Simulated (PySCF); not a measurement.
# Basis-set dependence of population analyses: `C#CC[c+]1cc1`

Species: C₆H₅ (charge +1).
Numbering: `[CH:1]#[C:2][CH2:3][c+:4]1[cH:5][cH:6]1` (hydrogens: H7 on C1; H8, H9 on C3; H10 on C5; H11 on C6)

PBE0 throughout (PySCF), one geometry, spherical d and f functions. The structure is a single PBE0-D3(BJ)/def2-SVP conformer in the gas phase; no vibrational or solvent corrections. Atoms taken as equivalent share a column and are averaged. The first 7 of 8 kinds of atom are listed.

Mulliken charges (e):

```
        basis  functions      C1      C2      C3      C4   C5/C6      H7   H8/H9
       STO-3G         35  -0.060  -0.035  -0.159  +0.161  +0.056  +0.169  +0.175
        6-31G         64  -0.329  +0.064  -0.434  +0.105  +0.012  +0.338  +0.291
     pcSseg-0         64  -0.194  -0.141  -0.398  -0.052  -0.020  +0.334  +0.361
       6-31G*         94  -0.366  +0.208  -0.538  +0.224  -0.021  +0.299  +0.294
     def2-SVP        109  -0.312  +0.123  +0.226  +0.126  +0.075  +0.101  +0.137
      cc-pVDZ        109  -0.279  +0.198  +0.022  +0.148  +0.150  +0.066  +0.143
  aug-cc-pVDZ        183  +0.741  -0.248  +0.359  +0.529  +0.485  -0.574  +0.017
6-311+G(2d,p)        192  -0.829  +0.898  -0.703  +0.795  -0.148  +0.203  +0.235
    def2-TZVP        216  -0.025  -0.149  -0.133  +0.037  +0.061  +0.227  +0.197
      cc-pVTZ        250  -0.064  -0.118  -0.067  +0.174  +0.055  +0.195  +0.170
     IGLO-III        260  -0.071  -0.073  -0.209  +0.166  +0.096  +0.196  +0.186
```

IAO charges (e):

| basis | functions | C1 | C2 | C3 | C4 | C5/C6 | H7 | H8/H9 |
| --- | --- | --- | --- | --- | --- | --- | --- | --- |
| STO-3G | 35 | -0.077 | -0.045 | -0.278 | +0.188 | +0.058 | +0.196 | +0.211 |
| 6-31G | 64 | -0.136 | -0.056 | -0.295 | +0.211 | +0.037 | +0.235 | +0.226 |
| pcSseg-0 | 64 | -0.121 | -0.060 | -0.293 | +0.203 | +0.046 | +0.227 | +0.225 |
| 6-31G* | 94 | -0.125 | -0.061 | -0.287 | +0.217 | +0.043 | +0.231 | +0.220 |
| def2-SVP | 109 | -0.127 | -0.059 | -0.287 | +0.222 | +0.047 | +0.228 | +0.218 |
| cc-pVDZ | 109 | -0.133 | -0.060 | -0.289 | +0.220 | +0.042 | +0.234 | +0.221 |
| aug-cc-pVDZ | 183 | -0.142 | -0.061 | -0.291 | +0.223 | +0.041 | +0.238 | +0.223 |
| 6-311+G(2d,p) | 192 | -0.142 | -0.060 | -0.293 | +0.223 | +0.041 | +0.238 | +0.224 |
| def2-TZVP | 216 | -0.141 | -0.061 | -0.292 | +0.223 | +0.041 | +0.238 | +0.223 |
| cc-pVTZ | 250 | -0.141 | -0.061 | -0.293 | +0.223 | +0.040 | +0.239 | +0.224 |
| IGLO-III | 260 | -0.142 | -0.060 | -0.294 | +0.223 | +0.040 | +0.239 | +0.224 |

Task: Which scheme is steadiest as the basis changes?

Result: Largest range over the bases for any column: IAO 0.07 e, Mulliken 1.57 e. IAO charges move least and Mulliken charges most, counted in e. Without the minimal STO-3G basis the ranges are IAO 0.02, Mulliken 1.57 e.

Task: How much do the charges still move between the two largest bases, cc-pVTZ and IGLO-III?

Result: At most, over all atoms: Mulliken 0.142 e, IAO 0.001 e.

Task: What do the same runs give for the total energy and the frontier levels?

Result: 
| basis | energy (Eh) | HOMO (eV) | LUMO (eV) |
| --- | --- | --- | --- |
| STO-3G | -228.1262 | -10.98 | -6.05 |
| 6-31G | -230.8477 | -12.15 | -7.13 |
| pcSseg-0 | -230.3759 | -12.52 | -7.58 |
| 6-31G* | -230.9160 | -12.08 | -6.96 |
| def2-SVP | -230.7516 | -12.30 | -7.18 |
| cc-pVDZ | -230.9337 | -12.23 | -7.06 |
| aug-cc-pVDZ | -230.9417 | -12.30 | -7.10 |
| 6-311+G(2d,p) | -230.9782 | -12.31 | -7.11 |
| def2-TZVP | -230.9995 | -12.31 | -7.10 |
| cc-pVTZ | -230.9947 | -12.30 | -7.09 |
| IGLO-III | -231.0017 | -12.31 | -7.11 |
